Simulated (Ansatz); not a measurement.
# C4H7N: the cost of one run

Program: the Python package of Ansatz 0.2.0. Level of theory: Hartree-Fock/def2-SVP. These are calculated values, not measurements.

### Step 1. Starting point

Bond lengths: C1–C2 1.520 Å, C2–C3 1.527 Å, C3–C4 1.469 Å, C4–N5 1.160 Å, C1–H6 1.095 Å, C1–H7 1.095 Å, C1–H8 1.095 Å, C2–H9 1.097 Å, C2–H10 1.097 Å, C3–H11 1.096 Å, C3–H12 1.096 Å. Angles (14 of 19 angles, heavy atoms first): C1–C2–C3 111.5°, C2–C3–C4 111.1°, C3–C4–N5 179.9°, C1–C2–H9 109.2°, C1–C2–H10 109.2°, C3–C2–H9 110.0°, C3–C2–H10 110.0°, C2–C1–H6 110.3°, C2–C1–H7 111.0°, C2–C1–H8 111.0°, C2–C3–H11 109.9°, C2–C3–H12 109.9°, C4–C3–H11 109.5°, C4–C3–H12 109.4°.

The script reads c4h7n.xyz:

```xyz
12

C    -1.56550   -0.34310   -0.04150
C    -0.07390   -0.56290    0.15460
C     0.72300    0.70670   -0.13780
C     2.16200    0.48340    0.05450
N     3.29910    0.30900    0.20600
H    -2.11590   -1.26450    0.17320
H    -1.93810    0.43890    0.62780
H    -1.78640   -0.04790   -1.07220
H     0.25980   -1.37600   -0.50200
H     0.10920   -0.89300    1.18470
H     0.38800    1.51640    0.52070
H     0.53870    1.03290   -1.16800
```

### Step 2. Script

freq.py reads:

```python
import argparse
import itertools

import ansatz as az
from ase.data import atomic_numbers, covalent_radii
import numpy as np

parser = argparse.ArgumentParser(description="Harmonic frequencies of C4H7N at its relaxed geometry.")
parser.add_argument("--basis", required=True, help="Gaussian basis set")
parser.add_argument("--xc", default="HF", help="exchange-correlation functional")
args = parser.parse_args()


def main() -> None:
    c4h7n = az.Crystal.molecule_from_extxyz("c4h7n.xyz")

    calculation = c4h7n.calculation()
    calculation = calculation.basis(gaussian=args.basis)
    calculation = calculation.functional(args.xc)
    symbols = [site.symbol for site in c4h7n.cartesian_sites]
    start = np.array([site.position_ang for site in c4h7n.cartesian_sites], dtype=float)
    summary = calculation.relax(force_tolerance=0.003).run(threads=1, pin="off").report
    end = np.array(summary["positions_ang"])

    radius = [covalent_radii[atomic_numbers[s]] for s in symbols]
    span = lambda where, i, j: np.linalg.norm(where[i] - where[j])
    bonded = [(i, j) for i, j in itertools.combinations(range(len(symbols)), 2) if min(span(start, i, j), span(end, i, j)) < 1.2 * (radius[i] + radius[j])]
    print("pair        before    after (A)")
    for i, j in bonded:
        print(f"{symbols[i]}{i}-{symbols[j]}{j}".ljust(10), f"{span(start, i, j):8.4f} {span(end, i, j):8.4f}")

    minimum = az.Crystal.molecule()
    for symbol, place in zip(symbols, end):
        minimum = minimum.atom(symbol, place.tolist())
    vibrating = (
        minimum.calculation()
        .basis(gaussian=args.basis)
        .functional(args.xc)
        .phonons(temperatures=(100, 500, 100))
    )
    vib = vibrating.run(threads=1, pin="off").report["vibrations"]
    sums = vib["harmonic_sums"]
    modes = [m["omega_inv_cm"] for m in sums["modes_at_gamma"] if m["rigid_motion"] == "no"]
    for number, w in enumerate(modes, start=1):
        print(f"mode {number:2d} {w:9.1f} 1/cm {w / 8065.544 * 1000:8.2f} meV")
    print("imaginary modes:", sum(w < 0 for w in modes), " zero-point energy:", round(sums["zero_point_energy_ev"], 4), "eV")
    print("T (K)   F_vib (eV)   S_vib (meV/K)   C_vib (meV/K)")
    for row in zip(sums["temperatures_k"], sums["vibrational_free_energy_ev"], vib["entropy_ev_per_k"], vib["heat_capacity_ev_per_k"]):
        print(f"{row[0]:6.1f} {row[1]:11.4f} {1000 * row[2]:13.4f} {1000 * row[3]:15.4f}")


if __name__ == "__main__":
    main()
```

### Step 3. The calls as engine input

The package turns the script's settings into the engine's input (first run):

```yaml
crystal:
  periodic: [false, false, false]
  atoms:
    - { symbol: C, position_ang: [-1.5655, -0.3431, -0.0415] }
    - { symbol: C, position_ang: [-0.0739, -0.5629, 0.1546] }
    - { symbol: C, position_ang: [0.723, 0.7067, -0.1378] }
    - { symbol: C, position_ang: [2.162, 0.4834, 0.0545] }
    - { symbol: "N", position_ang: [3.2991, 0.309, 0.206] }
    - { symbol: H, position_ang: [-2.1159, -1.2645, 0.1732] }
    - { symbol: H, position_ang: [-1.9381, 0.4389, 0.6278] }
    - { symbol: H, position_ang: [-1.7864, -0.0479, -1.0722] }
    - { symbol: H, position_ang: [0.2598, -1.376, -0.502] }
    - { symbol: H, position_ang: [0.1092, -0.893, 1.1847] }
    - { symbol: H, position_ang: [0.388, 1.5164, 0.5207] }
    - { symbol: H, position_ang: [0.5387, 1.0329, -1.168] }
basis:
  gaussian:
    orbitals: def2-SVP
hamiltonian:
  xc: hf
relax:
  f_tol: 0.003
```

### Step 4. Running it

Run with:

```bash
$ python freq.py --basis def2-SVP
```

Q: Estimate wall time and peak memory on 1 thread of Arm Neoverse V1, shared host.

About 2.8 min, with a peak of 0.29 GiB.
